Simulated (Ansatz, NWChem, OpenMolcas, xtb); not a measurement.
# Ligand exchange: C3H7Cl + ClF → C2H4ClF + CH3Cl

Species: C3H7Cl (1-chloropropane) `CCCCl`, singlet; ClF (chlorine monofluoride), singlet; C2H4ClF (1-chloro-2-fluoroethane) `FCCCl`, singlet; CH3Cl `CCl`, singlet. The partners trade CH3 for F: C–CH3 and Cl–F bonds give way to C–F and Cl–CH3.

Shapes, held fixed at every level: PBE0-D4/def2-TZVP. Flexible molecules stand in one conformer, not always the lowest. Programs: Ansatz 0.2.0, NWChem 7.3.0, OpenMolcas 26.06, xtb 6.7.1. A level may come from different programs for different species; with the same settings they agree closely. The zero-point and thermal change to 298 K, harmonic and unscaled (PBE0-D4/def2-TZVP), is +0.7 kJ/mol.

```tsv
level	kind	ΔH(298 K) (kJ/mol)
GFN0-xTB	semi-empirical	-117.6
HF/STO-3G	Hartree–Fock	-146.5
HF/3-21G	Hartree–Fock	-185.8
HF/def2-SVP	Hartree–Fock	-223.4
B3LYP/6-31G* (Cartesian functions)	global hybrid	-196.0
PBE0/def2-SVP	global hybrid	-195.8
```

PBE0/def2-SVP gives ΔH(298 K) = -195.8 kJ/mol; the levels span -223.4 to -117.6. GFN0-xTB strays far from the other rows. The median of the levels is -190.8. No measured value is set beside it here. Rows in sets without polarisation functions are far from converged.
